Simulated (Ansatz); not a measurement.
**[SiH3]+ (SMILES [SiH3+]) at RPA@PBE/aug-cc-pVTZ**

What is the energy change on altering one bond length of [SiH3]+ at RPA@PBE/aug-cc-pVTZ? 

The results are computed with Ansatz 0.2.0.

1 further run of the same task is left out (it didn't finish).

## (1) The structure to begin with

[SiH3]+: 4 atoms, total charge +1, spin state singlet. SMILES: `[SiH3+]`. Geometry: relaxed at PBE0-D4/def2-TZVP.

Bond lengths: Si1–H2 1.472 Å, Si1–H3 1.472 Å, Si1–H4 1.472 Å. Angles: H2–Si1–H3 120.0°, H2–Si1–H4 120.0°, H3–Si1–H4 120.0°.

## (2) The energy at RPA@PBE/aug-cc-pVTZ

File input.yaml:

```yaml
crystal:
  periodic: [false, false, false]
  atoms:
    - {symbol: Si, position_ang: [-0.000000, -0.000000, 0.000000]}
    - {symbol: H, position_ang: [0.686900, 0.675400, 1.113000]}
    - {symbol: H, position_ang: [-0.118400, -1.467200, -0.009900]}
    - {symbol: H, position_ang: [-0.568500, 0.791700, -1.103100]}
basis:
  gaussian: {orbitals: aug-cc-pVTZ}
total_charge: 1
hamiltonian: {xc: {name: PBE}}
correlation: {method: rpa, frozen_orbitals: {H: 0, Si: 5}}
accuracy: high
```

Command:

```bash
ansatz run input.yaml --threads 1 --pin off --max-ram 3480MiB --events-out events.jsonl --progress --plain --runs-dir runs
```

Log:

```text
Warning: RAYON_NUM_THREADS=1 ignored (pool sized by the plan → 1); use --threads N
Functional definition: PBE
  name "PBE"
  parameter kappa = 0.804
  parameter beta = 0.06672455060314922
  exchange = pbe_x(kappa = kappa, mu = beta*pi^2/3)
  correlation = pbe_c(beta = beta)
1784 factors; integrals over basis functions are off by at most 3.7e-9 eV
mean field evaluation 1: about -7911.5638 eV, gradient 1.5e1 eV
mean field evaluation 2: about -7911.5619 eV, gradient 1.5e1 eV
mean field evaluation 4: about -7912.4585 eV, gradient 1.2e0 eV
mean field evaluation 8: about -7912.4609 eV, gradient 8.8e-4 eV
mean field evaluation 16: about -7912.4609 eV, gradient 6.1e-8 eV
mean field -7912.46090654 eV, -290.7775750567 hartree, gradient 6.1e-8 eV, S^2 0.000000; 0 other end points of the search recorded, 0 dependent functions left out
5 core orbitals not correlated: weight in the atoms' cores, before any rotation towards them, 1.000 or more for the frozen orbitals, at most 0.000 for the correlated occupied ones
reference -7900.78395131 eV, -290.3484548668 hartree; 3, 3 occupied and 111, 111 virtual orbitals, 1784 factors
Total energy: -7907.30313494 eV, -290.5880304464 hartree
```

Run time: 7.8 s. Hardware: 1 thread of Arm Neoverse V1, shared host; peak memory 0.32 GiB.

## (3) The distorted shape at the same level

File job.yaml:

```yaml
basis:
  gaussian:
    orbitals: aug-cc-pVTZ
crystal:
  periodic: [false, false, false]
  atoms:
    - {symbol: Si, position_ang: [-0.824286, -0.810486, -1.335610]}
    - {symbol: H, position_ang: [0.686900, 0.675400, 1.113000]}
    - {symbol: H, position_ang: [-0.942686, -2.277686, -1.345510]}
    - {symbol: H, position_ang: [-1.392786, -0.018786, -2.438710]}
correlation:
  method: rpa
  frozen_orbitals: {H: 0, Si: 5}
hamiltonian:
  xc: pbe
accuracy: high
total_charge: 1
```

Command:

```bash
ansatz run job.yaml --threads 1 --pin off --max-ram 3480MiB --events-out events.jsonl --progress --plain --runs-dir runs
```

Log, cut to the lines that bear on the results:

```text
Warning: RAYON_NUM_THREADS=1 ignored (pool sized by the plan → 1); use --threads N
Functional definition: PBE
  name "PBE"
[...]
1775 factors; integrals over basis functions are off by at most 3.7e-9 eV
[...]
mean field -7908.28521159 eV, -290.6241210976 hartree, gradient 1.9e-8 eV, S^2 0.000000; 0 other end points of the search recorded, 0 dependent functions left out; unrestricted orbitals would lower it
[...]
unrestricted determinant -7897.93423929 eV, -290.2437298819 hartree, S^2 0.9639
5 core orbitals not correlated: weight in the atoms' cores, before any rotation towards them, 1.000 or more for the frozen orbitals, at most 0.000 for the correlated occupied ones
reference -7894.91106944 eV, -290.1326304391 hartree; 3, 3 occupied and 111, 111 virtual orbitals, 1775 factors
Total energy: -7903.28177613 eV, -290.4402482361 hartree
```

It took 9.3 s on 1 thread of Arm Neoverse V1, shared host; peak memory 0.34 GiB.

## (4) Summary of results

At RPA@PBE/aug-cc-pVTZ, 5 core orbitals frozen:

| quantity | value |
| --- | --- |
| first shape: total energy | -290.58803 Eh |
| first shape: RPA correlation energy (valence) | -239.6 mEh |
| distorted shape: total energy | -290.44025 Eh |
| distorted shape: RPA correlation energy (valence) | -307.6 mEh |
| energy change with the Si1–H2 bond stretched from 1.472 to 3.238 Å | 4.021 eV |

What this shows: With the Si1–H2 bond stretched from 1.472 to 3.238 Å the energy rises by 4.02 eV (388 kJ/mol). The first shape isn't relaxed at this level, so the change isn't measured from a minimum. The restricted solution (distorted shape) is unstable to spin breaking: an unrestricted one lies lower.
